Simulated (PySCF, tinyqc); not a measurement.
Inside a calculation. Method: RKS/BP86 in the sto-3g basis, for CH2, spin multiplicity 1. The lowest restricted solution is unstable here: a spin-polarised one lies 0.0165 hartree lower (PySCF). One step of it, computed by the program tinyqc.

Question. Orthogonalisation. S = U s U^T; symmetric (Loewdin) form X = U s^(-1/2) U^T, so that X^T S X = 1.

overlap S, lower triangle:
```
           1C 1s     1C 2s    1C 2px     1C 2py    1C 2pz     2H 1s     3H 1s
1C 1s   1.000000
1C 2s   0.248362  1.000000
1C 2px  0.000000  0.000000  1.000000
1C 2py  0.000000  0.000000  0.000000   1.000000
1C 2pz  0.000000  0.000000  0.000000   0.000000  1.000000
2H 1s   0.021209  0.259424  0.000000   0.262581  0.120496  1.000000
3H 1s   0.021209  0.259424  0.000000  -0.262581  0.120496  0.025144  1.000000
```

Give: eigenvalues of S; X.

Answer.

eigenvalues of S: 0.5560  0.6159  0.8988  1.0000  1.0815  1.3590  1.4889

X, lower triangle:
```
          1C 1s    1C 2s  1C 2px   1C 2py   1C 2pz    2H 1s   3H 1s
1C 1s    1.0254
1C 2s   -0.1370   1.0839
1C 2px   0.0000   0.0000  1.0000
1C 2py   0.0000   0.0000  0.0000   1.0590
1C 2pz  -0.0035   0.0269  0.0000   0.0000   1.0121
2H 1s    0.0161  -0.1458  0.0000  -0.1471  -0.0660   1.0644
3H 1s    0.0161  -0.1458  0.0000   0.1471  -0.0660  -0.0087  1.0644
```
